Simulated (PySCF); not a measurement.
## `ClC(Cl)C(Cl)Cl`: 4 charge schemes on one density

Species: C₂H₂Cl₄.
Cartesian coordinates in Å at the PBE0-D3(BJ)/def2-SVP level; atoms count from 1:
```xyz
8
C2H2Cl4 angstrom
Cl    -1.7683    1.1237    0.2543
C     -0.6915   -0.1582   -0.2969
Cl    -1.2328   -1.7560    0.2520
C      0.7525    0.0666    0.1433
Cl     1.3970    1.5106   -0.6607
Cl     0.9106    0.1667    1.8962
H     -0.7207   -0.1654   -1.3941
H      1.3531   -0.7880   -0.1942
```

Density: PBE0/pcSseg-1 (PySCF); schemes: Mulliken, IAO, Hirshfeld and ESP-fitted. Geometry: PBE0-D3(BJ)/def2-SVP, one conformer, isolated molecule.

Q: At which atom do the 4 schemes differ most?

A: At C4: from -0.429 (ESP-fitted) to +0.017 e (Hirshfeld), 0.446 e apart.

Q: Which atoms carry the highest charge in the Mulliken, IAO, Hirshfeld and ESP-fitted schemes?

A: All schemes pick atoms of one kind: Mulliken H7 and H8 (+0.222); IAO H7 and H8 (+0.196); Hirshfeld H7 and H8 (+0.053); ESP-fitted H8 (+0.335).

Q: Tabulate the Mulliken, IAO, Hirshfeld and ESP-fitted charges.

A: In e:

```tsv
atom	environment	Mulliken	IAO	Hirshfeld	ESP-fitted
Cl1	alkyl chlorine	-0.009	-0.032	-0.037	+0.056
C2	CHCl2 carbon	-0.191	-0.115	+0.017	-0.401
Cl3	alkyl chlorine	-0.023	-0.048	-0.033	+0.024
C4	CHCl2 carbon	-0.191	-0.115	+0.017	-0.429
Cl5	alkyl chlorine	-0.023	-0.048	-0.033	+0.029
Cl6	alkyl chlorine	-0.009	-0.033	-0.037	+0.060
H7	methine hydrogen	+0.222	+0.196	+0.053	+0.328
H8	methine hydrogen	+0.222	+0.196	+0.053	+0.335
```

Mean size of the charges over all atoms: ESP-fitted 0.208 e, Mulliken 0.111 e, IAO 0.098 e, Hirshfeld 0.035 e. Each set sums to the total charge, 0, to within 0.001 e. The ESP scheme is a least-squares fit of atom-centred charges to the potential on four shells outside the van der Waals surface, with the total charge fixed.

Q: Sum the charges by element.

A: 
```json
{"element": "Cl", "atoms": "4", "Mulliken": "-0.063", "IAO": "-0.161", "Hirshfeld": "-0.140", "ESP-fitted": "+0.168"}
{"element": "C", "atoms": "2", "Mulliken": "-0.381", "IAO": "-0.230", "Hirshfeld": "+0.033", "ESP-fitted": "-0.830"}
{"element": "H", "atoms": "2", "Mulliken": "+0.444", "IAO": "+0.392", "Hirshfeld": "+0.106", "ESP-fitted": "+0.662"}
```

Q: How many electrons does the Mulliken scheme count on Cl5?

A: Z − q = 17 − (-0.023) = 17.023.

The run behind these numbers computed NMR shieldings as well. The run took 10 s wall on Arm Neoverse V2, one thread, no GPU, on a shared host.
